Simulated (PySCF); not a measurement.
Input of a run (PBE0-D3(BJ)/def2-SVP geometry optimisation, gas phase (PySCF 2.14.0)), started from GFN2-xTB:
```
{"job": {"xc": "PBE0", "basis": "def2-SVP", "d3": "d3bj", "grid": 1, "kind": "geom"}, "charge": 1, "multiplicity": 1}
N      1.150870     0.193100     0.068440
C      0.003350    -0.418160     0.146790
N     -1.145020     0.125410    -0.140330
H      1.219270     1.158860    -0.232460
H      2.014590    -0.276400     0.305030
H      0.001700    -1.454240     0.474720
H     -1.219530     1.087360    -0.451430
H     -2.007110    -0.397120    -0.064420
```

Output (energies in Eh, forces in Eh/bohr):
```
step   0  E = -150.10879490  max force = 0.006190
step   1  E = -150.10842881  max force = 0.007380
step   2  E = -150.10910686  max force = 0.002711
step   3  E = -150.10892471  max force = 0.007193
step   4  E = -150.10917825  max force = 0.001184
step   5  E = -150.10918950  max force = 0.000066
optimisation converged
```

Problem. Summarise the run.

Solution. The energy falls by 0.25 kcal/mol over 6 energy and gradient evaluations, the largest force component goes from 0.0062 to 6.6e-05 Eh/bohr, and the atoms move by 0.028 Å rms after alignment. The bond that changes most is C2–H6 (C=N carbon to hydrogen on a C=N carbon), which lengthens by 0.009 Å. Bonds longer at the end by more than 0.005 Å: 2 of 7; shorter: 0. The energy rose by more than 1e-6 Eh at steps 1 and 3.

Problem. What are the final bond lengths?

Solution. N1–C2 1.308 Å, C2=N3 1.308 Å, N1–H4 1.017 Å, N1–H5 1.016 Å, C2–H6 1.096 Å, N3–H7 1.017 Å, N3–H8 1.016 Å. Numbering counts from 1 in the input's order; the species is streptocyanine-1, `NC=[NH2+]`.

The run used 67 basis functions and 37 SCF cycles in all.

No PBE0-D3(BJ)/def2-SVP frequencies stand behind this structure, so it isn't proved a minimum.

Conformer computed: `[NH2:1][CH:2]=[NH2+:3]`: H–N1–C2–N3 0°, H–N1–C2–N3 180°.
